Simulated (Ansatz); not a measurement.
**Ge2, triplet in cc-pVTZ: errors against UCCSDT(Q)**

Geometry: that of the Ge2, singlet, kept fixed.

```csv
atom,x (Å),y (Å),z (Å)
Ge,0.0000,0.0000,0.0000
Ge,0.0000,0.0000,2.4095
```

Basis cc-pVTZ; Ansatz 0.2.0. Only valence electrons are correlated (noble-gas cores and the filled d shells of p-block atoms frozen), which leaves 8 electrons in 58 orbitals. R marks a restricted (for open shells ROHF) determinant, U an unrestricted one. Active spaces: valence = (8e, 8o) chosen from the atoms' valence shells. No spin–orbit coupling is included, and no scalar relativity.

Full CI isn't at hand for all of this; UCCSDT(Q) serves as the reference, and is uncertain by about the last step of the cluster series. The frozen core follows each run's orbitals, which can shift R against U totals by a few meV for light atoms and by up to 0.1 eV past Ca.

- UHF ⟨S²⟩: 2.013
- T1 diagnostic (RCCSD): 0.0193
- largest doubles amplitude (RCCSD): 0.096
- T1 diagnostic (UCCSD): 0.0174

```csv
level,E − E(UCCSDT(Q)) (kJ/mol),share of correlation (%),wall time
UHF,484.0,1.76,–
UMP2,100.9,79.53,–
UCCSD,31.8,93.54,–
UCCSD(T),6.0,98.78,57 s
UCCSDT,2.0,99.60,–
```

The correlation energy at UCCSDT(Q), counted from RHF, is -5.106 eV. That run took 14 s on 2 threads of AMD EPYC 7R13 with a shared H100 80 GB, shared host.

Run but not shown, since their state or frozen core can't be matched to the reference's or they repeat it: RHF, RMP2, CISD, RCCSD, RCCSD(T), BCCD(T), RCCSDT, RCCSDT(Q), CASSCF (valence space), NEVPT2 (valence space), MRCISD (valence space), MRCISD+Q (valence space), MRCISD+Q(relaxed) (valence space).

Times hold each run's SCF and search for its determinant on a shared host, so for small cases they say little of a method's own cost; they ran on 1 thread of AMD EPYC 7R13.

Natural occupations of CASSCF (valence space) about the gap: 1.980 1.962 1.953 0.981 0.981 0.050 0.050 0.044; effectively unpaired electrons, Σ n²(2−n)², 2.04.
